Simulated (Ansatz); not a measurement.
This geometry of ClH3Si + H2O (8 atoms, charge 0, multiplicity 1) is a first-order saddle point.

Computed with RKS B3LYP-D4/def2-SVP (Ansatz 0.2.0).

```xyz
8
Properties=species:S:1:pos:R:3
Si -0.196 0.099 -0.113
Cl 0.003 0.805 2.247
H 1.020 -0.717 0.117
H -0.073 1.515 -0.525
H -0.785 -0.568 -1.338
O -1.829 -0.365 0.755
H -2.215 -1.245 0.604
H -1.581 -0.153 1.721
```

**Question.** Which two structures does it join? (They come from a converged band through this point; their orientation in space is the band's.)

**Answer.** Bonds broken: Si1–Cl2, O6–H8. Bonds formed: Si1–O6, Cl2–H8. ClH3Si + H2O becomes ClH + H4OSi.

Image 0:

```xyz
8
Properties=species:S:1:pos:R:3
Si 0.360 0.041 -0.061
Cl 0.309 -0.141 2.031
H 1.803 0.047 -0.428
H -0.264 1.320 -0.468
H -0.287 -1.144 -0.675
O -2.603 0.030 0.746
H -2.816 -0.914 0.723
H -2.159 0.131 1.601
```

Image 6:

```xyz
8
Properties=species:S:1:pos:R:3
Si -0.293 -0.098 -0.505
Cl -0.712 0.839 3.194
H 0.894 -0.895 -0.085
H -0.028 1.355 -0.379
H -0.633 -0.450 -1.914
O -1.619 -0.401 0.499
H -1.967 -1.302 0.517
H -1.299 0.324 2.143
```

**Question.** How far does it lie above each of them?

**Answer.** 0.91 eV above the first and 0.92 eV above the second. This is the barrier of this one path; another mechanism may lie lower. The orbitals stay closed-shell, which can raise the energy where a bond breaks towards radicals; this wasn't checked here.

The run took 4.3 min on 1 thread of Arm Neoverse V1, with other jobs on the host, peak memory 0.17 GiB.
